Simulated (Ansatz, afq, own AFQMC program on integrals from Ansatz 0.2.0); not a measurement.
**AlGe, quartet in cc-pVTZ, levels against CCSDT(Q)**

```xyz
2

Ge    0.0000    0.0000    0.0000
Al    0.0000    0.0000    2.4669
```

Basis cc-pVTZ. Only valence electrons are correlated. Ansatz 0.2.0 and our own AFQMC program on the same integrals; the CISD trial comes from CCSD amplitudes, and released means the phaseless constraint is let go. Uncertainties: one standard error, sampling alone. No spin–orbit coupling.

Determinant: UHF, the one that the program's search chose, which needn't be the lowest solution. The geometry is a PBE0/def2-TZVP stationary point of this or a neighbouring charge and spin state.

No full CI on the walks' own integrals is used here; CCSDT(Q) serves as the reference and is uncertain by about the last step of the cluster series.

Cautions: no relativity below Rb; no spin-orbit coupling; inner d shell frozen; lower spins were not checked; the released energies are still falling, so no released level is given (meV from the phaseless value at times in 1/Eh: -4 ± 3 at 0.24, -9 ± 3 at 0.51, -17 ± 3 at 0.99, -21.0 ± 2.1 at 1.62, -23.9 ± 2.2 at 2.40).

The T1 diagnostic is 0.0324, the weight of the determinant in the CISD state is 0.863 and the ⟨S²⟩ of the determinant is 3.771. The size of the correlated space is 7 electrons in 58 orbitals.

| level | correlation energy (eV) |
| --- | --- |
| MP2 | -3.0736 |
| CCSD | -3.7527 |
| CCSD(T) | -3.9659 |

(1) Estimate where phaseless AFQMC with the Hartree–Fock trial lies against CCSD(T) on the same integrals.

(1) 1.13 ± 0.78 mEh above CCSD(T). The gap is under twice the noise, so this walk alone can't tell the two apart.

Reference: CCSDT(Q), correlation energy -4.025 eV.

| level | E − E(reference) (mEh) | share of correlation (%) |
| --- | --- | --- |
| CCSD(T) | 2.16 | 98.54 |
| CCSDT | 0.55 | 99.63 |
| ph-AFQMC/HF | 3.30 ± 0.78 | 97.77 |
| ph-AFQMC/CISD | 1.29 ± 0.11 | 99.13 |

A walk keeps the symmetry of its determinant, which the program's search chose and which needn't be the lowest solution, so a lower state of the same spin and another symmetry isn't excluded.
